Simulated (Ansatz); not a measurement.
Ansatz (a quantum-chemistry and plane-wave program) job for SiCl₄, SMILES Cl[Si](Cl)(Cl)Cl, PBE0/def2-SVPD. Geometry optimised at ωB97X-D3(BJ)/def2-SVP. The isomer is the one that the SMILES or the coordinates give; other isomers of the formula were not compared.

Ansatz 0.2 input:
```yaml
crystal:
  periodic: [false, false, false]
  atoms:
    - {symbol: Cl, position_ang: [1.17159266, -1.17159266, 1.17159266]}
    - {symbol: Si, position_ang: [0.00000000, 0.00000000, 0.00000000]}
    - {symbol: Cl, position_ang: [-1.17159266, -1.17159266, -1.17159266]}
    - {symbol: Cl, position_ang: [-1.17159265, 1.17159266, 1.17159266]}
    - {symbol: Cl, position_ang: [1.17159265, 1.17159265, -1.17159266]}
basis:
  gaussian:
    orbitals: def2-SVPD
hamiltonian:
  xc: {name: PBE0}
```

Log of the run:

```
WARN ansatz: RAYON_NUM_THREADS=1 ignored (pool sized by the plan → 1); use --threads N
Functional definition: PBE0
integrals: 0.10 GiB planned
1210 factors; integrals over basis functions are off by at most 4.7e-4 eV
mean field: 0.76 GiB planned
mean field evaluation 1: about -57935.7880 eV, gradient 1.8e1 eV
mean field evaluation 2: about -57935.5103 eV, gradient 2.1e1 eV
mean field evaluation 4: about -57936.6331 eV, gradient 2.6e-1 eV
mean field evaluation 8: about -57936.6393 eV, gradient 3.6e-3 eV
mean field -57936.63928523 eV, -2129.1322228675 hartree, gradient 3.4e-5 eV, S^2 0.000000; 0 other end points of the search recorded, 0 dependent functions left out
reference -57936.63932340 eV, -2129.1322242702 hartree; 41, 41 occupied and 91, 91 virtual orbitals, 1210 factors
Total energy: -57936.63932340 eV, -2129.1322242702 hartree
```

The calculation finished and met its thresholds.
